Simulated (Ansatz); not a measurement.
## Ansatz (development build ahead of 0.2.0) run

```yaml
crystal:
  periodic: [false, false, false]
  atoms:
    - { symbol: C, position_ang: [-0.01728, -0.05598, -0.75541] }
    - { symbol: F, position_ang: [-0.03551, -0.03082, 0.9309] }
    - { symbol: H, position_ang: [0.02919, -1.28997, -1.17217] }
    - { symbol: H, position_ang: [-1.1092, 0.62383, -1.2463] }
    - { symbol: H, position_ang: [1.0853, 0.56248, -1.20121] }
basis:
  gaussian: { orbitals: def2-SVP }
hamiltonian:
  xc: hf
```

The input is written out in the form of the current development build from the run's settings.

Results

```yaml
Converged: yes
Total_energy: -138.78701 hartree
Spin_squared_of_the_determinant: 0.000
```

Caution: stretched shape with no unrestricted run beside it, a lower state can exist.
